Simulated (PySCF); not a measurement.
# How good is the calculation?

Cartesian coordinates in Å; atom numbers follow the order of the lines, from 1:
```xyz
16

S     2.264    0.749   -0.458
C     1.099   -0.441    0.304
C     0.128    0.208    1.291
C    -1.001    0.765    0.410
C    -0.982   -0.083   -0.886
C     0.156   -1.099   -0.703
H     1.334    1.563   -1.004
H     1.771   -1.165    0.789
H    -0.266   -0.580    1.955
H     0.608    0.966    1.925
H    -1.972    0.723    0.924
H    -0.823    1.827    0.181
H    -1.943   -0.584   -1.073
H    -0.793    0.553   -1.765
H     0.659   -1.374   -1.641
H    -0.235   -2.027   -0.251
```

- σ from GIAO-PBE0/pcSseg-1
- geometry from PBE0-D3(BJ)/def2-SVP
- program: PySCF 2.14
- no solvent model, a single conformation, relativity neglected, equivalent nuclei averaged

Reference values: measured (solution, not stated per compound (mostly CDCl3 or CCl4); Pretsch, Buehlmann, Badertscher, Structure Determination of Organic Compounds, 4th ed. (2009)).
| atoms | quantity | reference | computed | computed, scaled |
| --- | --- | --- | --- | --- |
| C2 | δ 13C | 38.3 | 46.8 | 41.3 |
| C3/C6 | δ 13C | 37.7 | 39.2 | 37.2 |
| C4/C5 | δ 13C | 24.6 | 21.8 | 20.4 |

Computed shifts are σ(ref) − σ with the named reference compound (TMS for H and C) calculated as an isolated molecule at the same level. The measured values may be among those fitted. Shieldings were converted by linear fits to measured shifts (mostly CDCl3, TMS scale, for H and C): 13C: δ = 177.62 − 0.967σ -3.3 per attached S (rms 1.9 ppm, 903 shifts, 2.3 ppm with the 23 outliers that the fit left out). A few per cent of atoms miss by over 2 rms, more outside the fitted compound classes.

Question: How far are the unscaled 13C shifts from the references?

Answer: Mean signed difference +2.40 ppm, mean absolute 4.27 ppm over 3 comparisons; the largest is +8.5 ppm at C2 (sp3 CH bonded to S).
